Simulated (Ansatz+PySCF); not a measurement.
The numbers below are computed, except where a source is named.
Several solutions for singlet HCl

```xyz
2

H     0.0000    0.0000   -3.0345
Cl    0.0000    0.0000    0.1785
```

Basis set: 6-31G (spherical functions). Charge 0, multiplicity 1.

PBE0 (unrestricted) was run from several starts with Ansatz (development build ahead of 0.2.0) and PySCF 2.14.0.

```csv
run,program,start,converged,energy (hartree),<S²>
A,Ansatz,"atomic start, no search",yes,-460.40821,0.00
B,Ansatz,search for the lowest state,yes,-460.46528,0.95
C,Ansatz,stability test followed,yes,-460.46528,0.95
D,PySCF,program defaults,no,–,–
```

(1) Which runs reached the lowest solution of this kind, and what is wrong with the others?

## Answers

(1) B, C reached the lowest solution found. Converged but too high: A by 1.55 eV. Convergence only shows a stationary point, and even a stable one can lie too high; stability tests and further starts are what find lower ones. Not converged: D. Caution: charge can spread falsely over distant fragments. Caution: the unrestricted determinant is a mixture of spin states.
